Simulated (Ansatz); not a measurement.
# Cl–CH–Ga: how the atomization moves with the basis

Cl–CH–Ga, doublet; coordinates (Å): Cl 0.000 -0.224 1.993; C 0.000 0.874 0.662; Ga 0.000 -0.064 -1.142; H 0.000 1.903 1.023. Quantity: atomization.

Ansatz 0.2.0, basis cc-pVDZ or cc-pVTZ; geometries are PBE0/def2-TZVP minima. Wave-function levels freeze the cores with the filled d shells of p-block atoms; HF, MP2 and coupled cluster are restricted for singlets and unrestricted otherwise, atoms included, restricted open-shell where a d shell is frozen, Kohn–Sham unrestricted where that lies lower. The reference is CCSDT(Q) (coupled cluster only where its series has nearly closed). Semilocal and hybrid functionals correlate all electrons outside any core potential and usually lie nearer their basis limit than the reference, so part of their error here is the reference's basis and frozen-core error; RPA and the MP2 part of double hybrids freeze the same cores as the reference. None of these values is a measured one. Energies are electronic, without zero-point terms. No spin–orbit coupling and no scalar relativity. The species are chosen: bound, without strong static correlation by their natural occupations or amplitudes, in their lowest spin state as far as vertical gaps and like structures tell, and with a ladder that closes on the reference, so errors are smaller than for species at large; levels whose determinant breaks symmetry or spin markedly are left out.

```
    level  cc-pVDZ (kJ/mol)   cc-pVTZ (kJ/mol)
reference  948.9 (CCSDT(Q))  1017.5 (CCSDT(Q))
  CCSD(T)             946.8             1016.4
    CCSDT             947.5             1015.5
      PBE            1087.4             1106.1
     PBE0            1053.9             1074.0
    B3LYP            1022.3             1042.5
  wB97M-V            1047.3             1061.9
   B2PLYP            1002.5             1039.1
```

From cc-pVDZ to cc-pVTZ the reference moves by 68.6 kJ/mol and PBE by 18.7; the step from CCSD(T) to the reference is 2.1 in the first and 1.1 in the last.
